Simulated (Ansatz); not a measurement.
1T (CdI2-type) PtSe2

Computed with PBE0-D4 (Ansatz, a program for electronic structure, PAW).

Cell: relaxed at this level.

* **interlayer binding energy**: 33.4 meV/Å²
* **layer repeat distance**: 4.967 Å
* **gap between the layers**: 2.419 Å

Note: exact exchange on metals is sensitive to the k mesh and can open a false gap.

Spin–orbit coupling is not included.
